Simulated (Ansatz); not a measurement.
# SiPH (singlet): the correlation ladder at distance Si1–H3 = 1.176 Å, 6-31G

How much of the correlation energy of SiPH (singlet) does each wave-function method recover here?

Computed with Ansatz 0.2.0, Gaussian basis. Level: 6-31G, core rule «outside noble gas», up to 10 orbitals frozen.

Plan: UHF; CCSD(T) on RHF; CCSD(T) on UHF; BCCD(T) on RHF; CISD; CCSDT(Q) on RHF; CCSDT(Q) on UHF; CISDTQ; CCSDTQ on RHF; CASSCF and MRCISD+Q, 2 electrons in 2 orbitals; CASSCF and NEVPT2, 2 electrons in 2 orbitals; CASSCF and MRCISD+Q, 10 electrons in 9 orbitals; CASSCF and NEVPT2, 10 electrons in 9 orbitals; Full CI.

9 further runs of the same task are left out: 7 that didn't finish, 2 set aside as unsound or not needed.

## (1) What is computed

The geometry derives from a PBE0/def2-TZVP stationary point (not a proven minimum). One bond is set to the value named and the two fragments are kept rigid.

3 atoms, charge 0, spin multiplicity 1.

Atoms are counted from 1 here; the program's logs count them from 0.

Bond lengths: Si1–P2 1.944 Å, Si1–H3 1.176 Å. Angles: P2–Si1–H3 180.0°.

Geometry (Å):

```mol
HPSi
  3D, bonds by distance, orders not assigned

  3  2  0  0  0  0  0  0  0  0999 V2000
    0.0000    0.0000    0.2561 Si  0  0
    0.0000    0.0000   -1.6883 P   0  0
    0.0000    0.0000    1.4321 H   0  0
  1  2  8  0
  1  3  8  0
M  END
```

## (2) UHF

File in.yaml:

```yaml
crystal:
  periodic: [false, false, false]
  atoms:
    - {symbol: Si, position_ang: [0.000000, 0.000000, 0.256133]}
    - {symbol: P, position_ang: [0.000000, 0.000000, -1.688267]}
    - {symbol: H, position_ang: [0.000000, 0.000000, 1.432133]}
basis:
  gaussian: {orbitals: 6-31G}
magnetization: {spin_polarized: true, initial_magnetization: 0}
hamiltonian: {xc: hf}
output: {orbitals: {seedname: orbitals}}
```

Run with:

```sh
$ ansatz run in.yaml --threads 1 --pin off --events-out ev --progress --plain --max-ram 2393MiB
```

Further steps of the session: CCSD(T) on RHF; CCSD(T) on UHF; BCCD(T) on RHF; CISD; CCSDT(Q) on RHF; CCSDT(Q) on UHF; CISDTQ; CCSDTQ on RHF; CASSCF and MRCISD+Q, 2 electrons in 2 orbitals; CASSCF and NEVPT2, 2 electrons in 2 orbitals; CASSCF and MRCISD+Q, 10 electrons in 9 orbitals; CASSCF and NEVPT2, 10 electrons in 9 orbitals; Full CI.

**Question.** What will the summary of the whole plan be? Wanted: FCI below the RHF energy; RMP2 from FCI; RCCSD from FCI; RCCSD(T) from FCI; RCCSDT(Q) from FCI; NEVPT2 pair from FCI; MRCISD+Q pair from FCI; NEVPT2 valence from FCI; T1 diagnostic.

As calculated:

| quantity | value |
| --- | --- |
| FCI below the RHF energy | -3.9260 eV |
| RMP2 from FCI | +44.8 kJ/mol |
| RCCSD from FCI | +16.4 kJ/mol |
| RCCSD(T) from FCI | +4.9 kJ/mol |
| RCCSDT(Q) from FCI | +0.1 kJ/mol |
| NEVPT2 pair from FCI | +50.3 kJ/mol |
| MRCISD+Q pair from FCI | +7.1 kJ/mol |
| NEVPT2 valence from FCI | +26.0 kJ/mol |
| levels within 1 kcal/mol (43 meV) | RCCSDT, CISDTQ, RCCSDT(Q), RCCSDTQ, MRCISD valence, MRCISD+Q valence |
| T1 diagnostic | 0.018 |
| effectively unpaired electrons | 0.20 |

What this shows: RCCSD(T) lands +4.9 kJ/mol from the yardstick (1.3 % of the correlation energy). The occupations show some static correlation. Of the multireference levels listed MRCISD+Q valence comes nearest in total energy (+0.6 kJ/mol), which doesn't show that its space is the better one. These misses are within one basis, not against nature.
